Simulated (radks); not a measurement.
# N³⁻ held by a Watson sphere

One table from this session's results is given with a row withheld; the runs are named, their logs left out.

Program: radks (a radial shooting solver on a logarithmic mesh, Libxc functionals) version 1. Level of theory: non-relativistic Kohn-Sham, PBE, spin-unpolarised, spherical densities, point nucleus. These are calculated values, not measurements, unless marked.

## The system

| Property | Result |
| --- | --- |
| element | nitrogen (Z = 7) |
| charge | -3 |
| electrons | 10 |
| configuration | [Ne] |

Outer shells as boxes (Hund's rule):

N³⁻
```
[He] core
2s [↑↓]
2p [↑↓][↑↓][↑↓]
```

Set-up of the first run:

Input:

```text
Z 7
configuration [Ne]
relativity non-relativistic
functional pbe,pbe
spin unpolarised
nucleus point
watson charge 3 radius 2.03 bohr
response adiabatic LDA kernel
```

Steps of the session up to this table: R = 2.03 bohr; R = 2.31 bohr; R = 2.33 bohr; R = 2.47 bohr; R = 2.66 bohr; R = 2.8 bohr; R = 2.88 bohr.

One table of the session follows, with a row left open; its other results are not shown here.

| R (bohr) | highest level (eV) | its <r> (bohr) | sum of <r²> (bohr²) | α (bohr³) |
| --- | --- | --- | --- | --- |
| 2.03 | -7.390 | 1.763 | 29.39 | 21.46 |
| 2.31 | ? | ? | ? | ? |
| 2.33 | -6.433 | 1.887 | 33.49 | 30.28 |
| 2.47 | -6.037 | 1.944 | 35.48 | 35.47 |
| 2.66 | -5.549 | 2.020 | 38.28 | 43.83 |
| 2.8 | -5.223 | 2.077 | 40.41 | 51.10 |
| 2.88 | -5.050 | 2.109 | 41.66 | 55.72 |

Estimate the missing values for R (bohr) = 2.31.

Worked estimate for «highest level (eV)». A straight line through the neighbours (2.03, -7.390) and (2.33, -6.433) gives -7.390 + (-6.433 + 7.390) × (2.31 − 2.03) / (2.33 − 2.03) = -6.497; a parabola fitted to 3 rows on both sides gives -6.492.

The run gave: highest level (eV): -6.492; its <r> (bohr): 1.879; sum of <r²> (bohr²): 33.21; α (bohr³): 29.60. In «highest level (eV)» the line misses by -0.005 and the parabola by 0.000.

From R = 2.03 to 2.88 bohr the top level moves from -7.390 to -5.050 eV and its mean radius from 1.76 to 2.11 bohr. A wider sphere makes a shallower well, so the ion swells. Response by self-consistent Sternheimer equations with the Hartree and adiabatic LDA kernel.
